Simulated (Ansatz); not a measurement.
A made-up structure of B₂H₂Cl, doublet:

```json
{"atom": "B1", "x (Å)": "-0.9056", "y (Å)": "0.2045", "z (Å)": "-0.4164"}
{"atom": "B2", "x (Å)": "0.9569", "y (Å)": "-1.4668", "z (Å)": "0.9986"}
{"atom": "Cl3", "x (Å)": "0.5523", "y (Å)": "0.0454", "z (Å)": "0.1780"}
{"atom": "H4", "x (Å)": "-1.9932", "y (Å)": "0.3224", "z (Å)": "-0.8595"}
{"atom": "H5", "x (Å)": "1.4842", "y (Å)": "0.9904", "z (Å)": "0.0904"}
```

It is relaxed with PBE-D4/def2-SVP and then PBE0-D4/def2-TZVP (Ansatz 0.2.0). Atoms count as bonded within 1.22 times the sum of their covalent radii (H–H: 0.88 Å). The end point is not checked to be a true minimum.

Does its bonding change? (Judge from chemistry; the calculation decides.)

By the calculation: Yes. Formed: B1–B2; broken: B2–Cl3.

Where it ends: The first stage lowers the energy by 5.43 eV in 21 steps. It ends as B₂H₂Cl ([B][BH][ClH]):
```tsv
atom	x (Å)	y (Å)	z (Å)
B1	-0.5742	-0.3846	-0.0534
B2	-0.0725	-1.7032	0.5542
Cl3	0.6770	0.8807	0.5809
H4	-1.4474	0.0698	-0.7128
H5	1.5117	1.2333	-0.3778
```

Labels in which every atom is bracketed show which atoms are joined, not bond orders.

For scale, one of the runs: PBE0-D4/def2-TZVP relaxation, 111 basis functions, launched by `ansatz run in.yaml --threads 2 --pin off --events-out ev --progress --plain --max-ram 4352MiB`. Hardware: 2 CPU threads of an Arm Neoverse V1, shared host. Wall time about 23 s.
